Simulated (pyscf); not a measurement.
Single points on ωB97X-D3(BJ)/def2-SVP structures (PySCF, gas phase).

SMILES: O[Si](O)(O)[SiH3]
```xyz
11

O     -1.1594    -0.6567     0.7525
Si    -0.5353    -0.7576    -0.7816
O     -0.9158    -2.3056    -1.2724
O      1.0961    -0.4684    -0.7256
Si    -1.3916     0.8335    -2.2390
H     -1.7949    -1.3411     0.9879
H     -0.6574    -2.5641    -2.1628
H      1.5784    -0.8739     0.0044
H     -2.8761     0.6900    -2.3286
H     -1.0675     2.2164    -1.7845
H     -0.8275     0.6304    -3.6084
```
Charge 0, spin multiplicity 1.

Problem. How much does it cost (ΔH, 298 K, ωB97M-D3(BJ)/def2-TZVP) to split HO–Si(OH)(OH)–SiH₃ at its Si–Si bond into HO–Si•(OH)–OH + SiH₃•?

Solution. Si–Si to HO–Si•(OH)–OH + SiH₃•: 3.50 eV. The 7 functionals that were run give +3.15 (r²SCAN) to +3.69 eV (ωB97X-D3(BJ)). HO–Si(OH)(OH)–SiH₃ lies 1.20 eV over its isomer HO–SiH(OH)–O–SiH₃, and others may lie lower still (electronic energy, ωB97M-D3(BJ)). Other isomers of HO–Si•(OH)–OH were not searched in full and may lie lower.
